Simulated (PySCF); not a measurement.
Nuclear quadrupole coupling in `C=CPC(C)=O`

Compound: C4H7OP.
Structure used (GFN2-xTB), in Å, numbered top down from 1:
```
atom  x, y, z in Å
C1    -2.271   -0.523   -0.361
C2    -1.147   -0.568    0.336
P3    -0.340    0.880    1.075
C4     1.142    0.965   -0.048
C5     1.967   -0.287   -0.137
O6     1.414    2.000   -0.595
H7    -2.767    0.408   -0.583
H8    -2.743   -1.416   -0.737
H9    -0.680   -1.516    0.574
H10   -1.049    1.854    0.374
H11    2.026   -0.765    0.840
H12    2.963   -0.058   -0.510
H13    1.481   -0.975   -0.829
```

Field gradients from the PBE0/pcSseg-1 density (PySCF, non-relativistic), principal values in atomic units, ordered |Vxx| ≤ |Vyy| ≤ |Vzz|:

| atom | Vxx | Vyy | Vzz |
| --- | --- | --- | --- |
| O6 | 0.4879 | 1.4170 | -1.9050 |

**Question.** Find the asymmetry η = (Vxx − Vyy)/Vzz and the couplings χ = eQV/h (234.96 MHz × Q in barn × V in au), with Q(17O) = −0.0256 b.

**Answer.** 
```
atom      environment  nucleus     η  χzz (MHz)  χxx (MHz)  χyy (MHz)
  O6  carbonyl oxygen      17O  0.49      11.46      -2.93      -8.52
```

The tensor is traceless: Vxx + Vyy + Vzz = 0.

**Question.** What is Vzz at O6 in SI units (1 au = 9.71736 × 10²¹ V/m²)?

**Answer.** -1.9050 au = -18.511 × 10²¹ V/m².

**Question.** What couplings would deuterons (Q(2H) = 0.00286 b) have in place of the hydrogens, at this geometry?

**Answer.** 
```
atom  bonded to  bond length (Å)  Vzz (au)     η  χzz (kHz)
  H7         C1            1.078    0.3321  0.06        223
  H8         C1            1.078    0.3346  0.05        225
  H9         C2            1.083    0.3240  0.06        218
 H10         P3            1.394    0.1970  0.09        132
 H11         C5            1.089    0.3084  0.04        207
 H12         C5            1.088    0.3117  0.01        209
 H13         C5            1.090    0.3092  0.02        208
```

One conformer (not necessarily the lowest) at the GFN2-xTB geometry, without solvent, vibrations or thermal averaging. GFN2-xTB bond lengths can be off by several hundredths of an ångström, more for odd bonds, and the gradients follow them. With so small a basis the couplings can be 20 % off.
